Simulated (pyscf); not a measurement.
Thermochemistry of product channels of fluoride (F⁻) + bromomethane (H₃C–Br) on the singlet surface, in kcal/mol, from ωB97M-D3(BJ)/def2-TZVPD energies (ideal gas, 1 atm, RRHO with modes under 100 cm⁻¹ raised to 100, one conformer, R ln 2 for rigid chiral ones). Structures and frequencies: ωB97X-D3(BJ)/def2-SVPD in PySCF.

```csv
products,ΔE,ΔH(298 K),ΔG(298 K),ΔG(1200 K)
H₂C⁻–F + hydrogen bromide (HBr),___,+47.8,+45.0,___
fluoromethane (H₃C–F) + bromide (Br⁻),-40.9,-39.7,-39.3,-37.5
hydrogen fluoride (HF) + H₂C⁻–Br,+26.9,+24.0,+21.3,+12.2
F–CH⁻–Br + hydrogen (H₂),___,+33.7,+31.7,+23.4
```

### Question
Complete the blanks.

### Answer

- H₂C⁻–F + hydrogen bromide (HBr), ΔE: +52.0
- H₂C⁻–F + hydrogen bromide (HBr), ΔG(1200 K): +36.5
- F–CH⁻–Br + hydrogen (H₂), ΔE: +40.1

These are energies of the channels, which say nothing of barriers. Elements up to Kr have no core potential and no relativistic terms here.
